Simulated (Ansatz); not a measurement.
Task: a single point in a Gaussian basis of C3H4F2O, SMILES F/C=C/OCF, with the Python package of Ansatz (0.2.0). Give the script and its output. Use: LC-wPBE, def2-SVP basis, multiplicity 1.

```xyz
10

F     2.8866   -0.0398   -0.8674
C     1.7690    0.6034   -0.4850
C     0.6831   -0.0604   -0.0993
O    -0.4553    0.5844    0.2991
C    -1.5737   -0.2905    0.3970
F    -2.6397    0.4709    0.7582
H     1.8856    1.6758   -0.5374
H     0.6621   -1.1410   -0.0703
H    -1.4181   -1.0468    1.1730
H    -1.7997   -0.7558   -0.5679
```

`run_energy.py`:
```python
"""Single point of C3H4F2O."""

from pathlib import Path

import ansatz as az
import numpy as np
import pandas as pd


def main() -> None:
    geometry_ang = [
        ("F", (2.8866, -0.0398, -0.8674)),
        ("C", (1.769, 0.6034, -0.485)),
        ("C", (0.6831, -0.0604, -0.0993)),
        ("O", (-0.4553, 0.5844, 0.2991)),
        ("C", (-1.5737, -0.2905, 0.397)),
        ("F", (-2.6397, 0.4709, 0.7582)),
        ("H", (1.8856, 1.6758, -0.5374)),
        ("H", (0.6621, -1.141, -0.0703)),
        ("H", (-1.4181, -1.0468, 1.173)),
        ("H", (-1.7997, -0.7558, -0.5679)),
    ]
    molecule = az.Crystal.molecule()
    for symbol, xyz in geometry_ang:
        molecule = molecule.atom(symbol, xyz)

    job = (
        molecule.calculation()
        .basis(gaussian="def2-SVP")  # the orbital basis, by name
        .functional("lc_wpbe")
        .scf(lower_state_search="light")
        .forces()  # eV per angstrom
        .orbitals()
    )
    out = job.run(runs_dir="runs")
    rep = out.report

    for key in ("converged", "free_energy_ev", "reference_energy_ev", "n_frozen", "n_occupied", "n_virtual"):
        print(f"{key:22s} {rep[key]}")

    state = rep["mean_field"]["state"]
    print(f"mean field: {state['energy']['hartree']:.7f} Ha, <S^2> = {abs(state['spin_squared']):.4f}, stability: {state.get('stability', {}).get('kind')}")

    symbols = [site.symbol for site in molecule.cartesian_sites]
    forces = np.array(rep["forces_ev_ang"])
    print("largest force", round(float(np.linalg.norm(forces, axis=1).max()), 4), "eV/A, rms", round(float(np.sqrt((forces ** 2).mean())), 4))

    charges = rep["charge_distribution"]
    table = pd.DataFrame({"atom": symbols, "mulliken": charges["mulliken_charges_e"], "lowdin": charges["lowdin_charges_e"]})
    print(table.round(3).to_string())
    print("dipole (e A):", np.round(charges["dipole_moment_e_ang"], 4) + 0.0)

    lines = Path(rep["orbitals_path"]).read_text().splitlines()
    field_of = lambda key: [line.split("=")[1].strip() for line in lines if line.startswith(key)]
    orbitals = [(27.211386 * float(e), s, float(n)) for e, s, n in zip(field_of("Ene="), field_of("Spin="), field_of("Occup="))]
    homo = max(e for e, _, n in orbitals if n > 0.5)
    lumo = min(e for e, _, n in orbitals if n < 0.5)
    print(f"HOMO {homo:.3f} eV, LUMO {lumo:.3f} eV, gap {lumo - homo:.3f} eV")


if __name__ == "__main__":
    main()
```

```console
$ python run_energy.py
converged              True
free_energy_ev         -10640.983705602199
reference_energy_ev    -10640.983705602199
n_frozen               0
n_occupied             [24, 24]
n_virtual              [80, 80]
mean field: -391.0489385 Ha, <S^2> = 0.0000, stability: minimum
largest force 1.5446 eV/A, rms 0.46
  atom  mulliken  lowdin
0    F    -0.200   0.082
1    C     0.132  -0.078
2    C     0.078  -0.102
3    O    -0.320   0.062
4    C     0.360   0.045
5    F    -0.221   0.051
6    H     0.049   0.000
7    H     0.044   0.010
8    H     0.038  -0.035
9    H     0.039  -0.035
dipole (e A): [-0.0735 -0.3492 -0.0337]
HOMO -9.410 eV, LUMO 2.949 eV, gap 12.359 eV
```

Caveats:
- These settings explore the input space; basis and method may be short of convergence.
- The geometry is a force-field or estimated start, not a minimum of this method, and the basis set is short of its limit.
- The Löwdin charges here are taken after orthogonalising the functions within each atom; they differ from plain Löwdin charges, and their signs can be unphysical.
- Levels such as HOMO and LUMO are orbital energies: with these approximate functionals they aren't the ionisation energy and electron affinity, and their gap isn't the fundamental gap.
- It ran for 2.6 s on 1 thread of INTEL(R) XEON(R) PLATINUM 8581C CPU @ 2.30GHz (Emerald Rapids), on a shared host, peak memory 0.28 GiB.
